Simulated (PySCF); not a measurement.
Geometry:
```
atom   x (Å)   y (Å)   z (Å)
  C1   0.744   1.027  -0.296
  C2  -0.465   0.230   0.110
  C3  -0.276  -1.261   0.183
  F4  -1.485   0.501  -0.763
  F5  -0.896   0.678   1.331
  H6   1.071   0.728  -1.292
  H7   1.556   0.862   0.412
  H8   0.488   2.087  -0.307
  H9   0.513  -1.503   0.896
 H10  -0.001  -1.650  -0.798
 H11  -1.207  -1.726   0.507
```

Level of theory: coordinates at the PBE0-D3(BJ)/def2-TZVP level, shieldings: GIAO B97-2/pcSseg-2, in PySCF (averaged over atoms made equivalent by symmetry, fast rotation or ring inversion, in vacuum, non-relativistic Hamiltonian, a single conformation).

Chemical shifts δ = σref − σ; TMS for 13C, 1H; 19F against CFCl3, all at this level.

```json
{"atoms": "F4/F5", "nucleus": "19F", "count": "2", "δ (ppm)": "?"}
{"atoms": "H6/H7/H8/H9/H10/H11", "nucleus": "1H", "count": "6", "δ (ppm)": "?"}
{"atoms": "C1/C3", "nucleus": "13C", "count": "2", "δ (ppm)": "26.6"}
{"atoms": "C2", "nucleus": "13C", "count": "1", "δ (ppm)": "130.6"}
```

Question: Estimate the values marked ?.

Answer: 
- H6/H7/H8/H9/H10/H11: 1.49 ppm, hydrogen on a methyl carbon
- F4/F5: -104.2 ppm, fluorine of a CF2 group

Shifts are as computed. Against solution values, carbons near 30 ppm lie about +3 ppm off and those near 130 ppm about +7 ppm. Of 1211 compounds with measured shifts, 218 miss one by over three times the rms of a fit or turn the order of signals round; such compounds aren't used in these exercises. Unscaled 19F shifts against computed CFCl3 carry errors that often reach 10 to 50 ppm.
